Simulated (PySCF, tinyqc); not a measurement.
Inside a calculation. Method: CIS on RHF in the sto-3g basis, frozen core, for CH2, spin multiplicity 1. The lowest restricted solution is unstable here: a spin-polarised one lies 0.0306 hartree lower (PySCF). One step of it, computed by the program tinyqc.

Problem. Integrals over molecular orbitals. (pq|rs) = sum C_ip C_jq C_kr C_ls (ij|kl), one index at a time.

coefficients C:
```
,MO1,MO2,MO3,MO4,MO5,MO6,MO7
1C 1s,0.993495,-0.226265,0.000000,0.121563,0.000000,-0.150199,0.000000
1C 2s,0.026763,0.756041,0.000000,-0.546537,0.000000,0.792435,0.000000
1C 2px,0.000000,0.000000,0.000000,0.000000,1.000000,0.000000,0.000000
1C 2py,0.000000,0.000000,0.519657,0.000000,0.000000,0.000000,1.026327
1C 2pz,0.004224,0.117443,0.000000,0.778668,0.000000,0.699338,0.000000
2H 1s,-0.005274,0.255957,0.468096,0.278160,0.000000,-0.749216,-0.706681
3H 1s,-0.005274,0.255957,-0.468096,0.278160,0.000000,-0.749216,0.706681
```

core Hamiltonian H = T + V (hartree), lower triangle:
```
,1C 1s,1C 2s,1C 2px,1C 2py,1C 2pz,2H 1s,3H 1s
1C 1s,-18.575833
1C 2s,-4.480339,-5.523180
1C 2px,0.000000,0.000000,-4.417003
1C 2py,0.000000,0.000000,0.000000,-4.547574
1C 2pz,-0.012057,-0.132778,0.000000,0.000000,-4.461990
2H 1s,-0.698895,-1.771929,0.000000,-1.354651,-0.819068,-3.122435
3H 1s,-0.698895,-1.771929,0.000000,1.354651,-0.819068,-0.355980,-3.122435
```

Two-electron integrals (ij|kl) in chemists' order, unique and non-zero (hartree):
```
i,j,k,l,(ij|kl)
1,1,1,1,3.541948
2,1,1,1,0.576921
2,1,2,1,0.111888
2,2,1,1,0.854682
2,2,2,1,0.205284
2,2,2,2,0.624709
3,1,3,1,0.020296
3,2,3,1,0.030858
3,2,3,2,0.137996
3,3,1,1,0.852436
3,3,2,1,0.205335
3,3,2,2,0.624568
3,3,3,3,0.672833
4,1,4,1,0.020296
4,2,4,1,0.030858
4,2,4,2,0.137996
4,3,4,3,0.036269
4,4,1,1,0.852436
4,4,2,1,0.205335
4,4,2,2,0.624568
4,4,3,3,0.600295
4,4,4,4,0.672833
5,1,5,1,0.020296
5,2,5,1,0.030858
5,2,5,2,0.137996
5,3,5,3,0.036269
5,4,5,4,0.036269
5,5,1,1,0.852436
5,5,2,1,0.205335
5,5,2,2,0.624568
5,5,3,3,0.600295
5,5,4,4,0.600295
5,5,5,5,0.672833
6,1,1,1,0.089365
6,1,2,1,0.017240
6,1,2,2,0.031622
6,1,3,3,0.031517
6,1,4,1,0.000882
6,1,4,2,0.001661
6,1,4,4,0.031759
6,1,5,1,0.000518
6,1,5,2,0.000975
6,1,5,4,0.000142
6,1,5,5,0.031601
6,1,6,1,0.002713
6,2,1,1,0.237092
6,2,2,1,0.057820
6,2,2,2,0.196552
6,2,3,3,0.191643
6,2,4,1,0.004722
6,2,4,2,0.034085
6,2,4,4,0.202452
6,2,5,1,0.002772
6,2,5,2,0.020007
6,2,5,4,0.006345
6,2,5,5,0.195367
6,2,6,1,0.009303
6,2,6,2,0.084742
6,3,3,1,0.005578
6,3,3,2,0.030325
6,3,4,3,0.006464
6,3,5,3,0.003794
6,3,6,3,0.009768
6,4,1,1,0.182225
6,4,2,1,0.044980
6,4,2,2,0.162132
6,4,3,3,0.154082
6,4,4,1,0.008736
6,4,4,2,0.056084
6,4,4,4,0.175221
6,4,5,1,0.001854
6,4,5,2,0.015120
6,4,5,4,0.008614
6,4,5,5,0.156911
6,4,6,1,0.007536
6,4,6,2,0.082879
6,4,6,4,0.089351
6,5,1,1,0.106962
6,5,2,1,0.026402
6,5,2,2,0.095168
6,5,3,3,0.090442
6,5,4,1,0.001854
6,5,4,2,0.015120
6,5,4,4,0.095262
6,5,5,1,0.006666
6,5,5,2,0.039200
6,5,5,4,0.009293
6,5,5,5,0.099692
6,5,6,1,0.004424
6,5,6,2,0.048648
6,5,6,4,0.046713
6,5,6,5,0.037187
6,6,1,1,0.403037
6,6,2,1,0.099916
6,6,2,2,0.387902
6,6,3,3,0.368051
6,6,4,1,0.009536
6,6,4,2,0.094510
6,6,4,4,0.411946
6,6,5,1,0.005597
6,6,5,2,0.055475
6,6,5,4,0.025766
6,6,5,5,0.383174
6,6,6,1,0.016246
6,6,6,2,0.219423
6,6,6,4,0.236089
6,6,6,5,0.138579
6,6,6,6,0.774606
7,1,1,1,0.089365
7,1,2,1,0.017240
7,1,2,2,0.031622
7,1,3,3,0.031517
7,1,4,1,-0.000882
7,1,4,2,-0.001661
7,1,4,4,0.031759
7,1,5,1,0.000518
7,1,5,2,0.000975
7,1,5,4,-0.000142
7,1,5,5,0.031601
7,1,6,1,0.002630
7,1,6,2,0.008734
7,1,6,4,0.006515
7,1,6,5,0.004164
7,1,6,6,0.015044
7,1,7,1,0.002713
7,2,1,1,0.237092
7,2,2,1,0.057820
7,2,2,2,0.196552
7,2,3,3,0.191643
7,2,4,1,-0.004722
7,2,4,2,-0.034085
7,2,4,4,0.202452
7,2,5,1,0.002772
7,2,5,2,0.020007
7,2,5,4,-0.006345
7,2,5,5,0.195367
7,2,6,1,0.008734
7,2,6,2,0.057967
7,2,6,4,0.041490
7,2,6,5,0.032380
7,2,6,6,0.114445
7,2,7,1,0.009303
7,2,7,2,0.084742
7,3,3,1,0.005578
7,3,3,2,0.030325
7,3,4,3,-0.006464
7,3,5,3,0.003794
7,3,6,3,0.006169
7,3,7,3,0.009768
7,4,1,1,-0.182225
7,4,2,1,-0.044980
7,4,2,2,-0.162132
7,4,3,3,-0.154082
7,4,4,1,0.008736
7,4,4,2,0.056084
7,4,4,4,-0.175221
7,4,5,1,-0.001854
7,4,5,2,-0.015120
7,4,5,4,0.008614
7,4,5,5,-0.156911
7,4,6,1,-0.006515
7,4,6,2,-0.041490
7,4,6,4,-0.024551
7,4,6,5,-0.022791
7,4,6,6,-0.078107
7,4,7,1,-0.007536
7,4,7,2,-0.082879
7,4,7,4,0.089351
7,5,1,1,0.106962
7,5,2,1,0.026402
7,5,2,2,0.095168
7,5,3,3,0.090442
7,5,4,1,-0.001854
7,5,4,2,-0.015120
7,5,4,4,0.095262
7,5,5,1,0.006666
7,5,5,2,0.039200
7,5,5,4,-0.009293
7,5,5,5,0.099692
7,5,6,1,0.004164
7,5,6,2,0.032380
7,5,6,4,0.022791
7,5,6,5,0.023887
7,5,6,6,0.067379
7,5,7,1,0.004424
7,5,7,2,0.048648
7,5,7,4,-0.046713
7,5,7,5,0.037187
7,6,1,1,0.043827
7,6,2,1,0.010731
7,6,2,2,0.037909
7,6,3,3,0.036890
7,6,4,4,0.038041
7,6,5,1,0.000857
7,6,5,2,0.006656
7,6,5,5,0.038758
7,6,6,1,0.001685
7,6,6,2,0.014448
7,6,6,4,0.012356
7,6,6,5,0.009130
7,6,6,6,0.034784
7,6,7,1,0.001685
7,6,7,2,0.014448
7,6,7,4,-0.012356
7,6,7,5,0.009130
7,6,7,6,0.003111
7,7,1,1,0.403037
7,7,2,1,0.099916
7,7,2,2,0.387902
7,7,3,3,0.368051
7,7,4,1,-0.009536
7,7,4,2,-0.094510
7,7,4,4,0.411946
7,7,5,1,0.005597
7,7,5,2,0.055475
7,7,5,4,-0.025766
7,7,5,5,0.383174
7,7,6,1,0.015044
7,7,6,2,0.114445
7,7,6,4,0.078107
7,7,6,5,0.067379
7,7,6,6,0.235713
7,7,7,1,0.016246
7,7,7,2,0.219423
7,7,7,4,-0.236089
7,7,7,5,0.138579
7,7,7,6,0.034784
7,7,7,7,0.774606
```

Give: one-electron integrals over orbitals h = C^T H C; Two-electron integrals over orbitals.

Solution.

one-electron integrals over orbitals h = C^T H C (hartree), lower triangle:
```
,1,2,3,4,5,6,7
1,-18.5618
2,0.3627,-4.4236
3,0.0000,0.0000,-3.7584
4,-0.1779,0.2712,0.0000,-4.1886
5,0.0000,0.0000,0.0000,0.0000,-4.4170
6,0.2300,-0.7848,0.0000,-0.4885,0.0000,-3.4427
7,0.0000,0.0000,-0.9018,0.0000,0.0000,0.0000,-3.6233
```

Two-electron integrals over orbitals (pq|rs), unique and non-zero (hartree); the lowest 1 orbital is frozen and left out:
```
p,q,r,s,(pq|rs)
2,2,2,2,0.5275
3,2,3,2,0.1321
3,3,2,2,0.4828
3,3,3,3,0.4912
4,2,2,2,0.0072
4,2,3,3,0.0200
4,2,4,2,0.0859
4,3,3,2,0.0336
4,3,4,3,0.0396
4,4,2,2,0.4973
4,4,3,3,0.4435
4,4,4,2,-0.0901
4,4,4,4,0.6227
5,2,5,2,0.0946
5,3,5,3,0.0177
5,4,5,2,-0.0397
5,4,5,4,0.0475
5,5,2,2,0.5436
5,5,3,3,0.4572
5,5,4,2,-0.0578
5,5,4,4,0.5646
5,5,5,5,0.6728
6,2,2,2,0.0865
6,2,3,3,0.0236
6,2,4,2,0.0016
6,2,4,4,0.0632
6,2,5,5,0.1224
6,2,6,2,0.0938
6,3,3,2,-0.0677
6,3,4,3,-0.0397
6,3,6,3,0.0891
6,4,2,2,0.0459
6,4,3,3,0.0027
6,4,4,2,-0.0212
6,4,4,4,0.0746
6,4,5,5,0.0714
6,4,6,2,0.0554
6,4,6,4,0.0491
6,5,5,2,0.0513
6,5,5,4,-0.0078
6,5,6,5,0.0379
6,6,2,2,0.5035
6,6,3,3,0.4831
6,6,4,2,0.0516
6,6,4,4,0.4423
6,6,5,5,0.4803
6,6,6,2,0.0600
6,6,6,4,0.0208
6,6,6,6,0.5389
7,2,3,2,0.0125
7,2,4,3,-0.0320
7,2,6,3,0.0432
7,2,7,2,0.0572
7,3,2,2,0.0750
7,3,3,3,0.0257
7,3,4,2,-0.0610
7,3,4,4,0.1157
7,3,5,5,0.1359
7,3,6,2,0.0739
7,3,6,4,0.0584
7,3,6,6,0.0100
7,3,7,3,0.1214
7,4,3,2,-0.0710
7,4,4,3,-0.0029
7,4,6,3,0.0474
7,4,7,2,-0.0097
7,4,7,4,0.0626
7,5,5,3,0.0184
7,5,7,5,0.0230
7,6,3,2,0.1046
7,6,4,3,0.0477
7,6,6,3,-0.0789
7,6,7,2,-0.0180
7,6,7,4,-0.0539
7,6,7,6,0.1105
7,7,2,2,0.5042
7,7,3,3,0.4950
7,7,4,2,-0.0174
7,7,4,4,0.5064
7,7,5,5,0.5161
7,7,6,2,0.0451
7,7,6,4,0.0221
7,7,6,6,0.4927
7,7,7,3,0.0705
7,7,7,7,0.5405
```
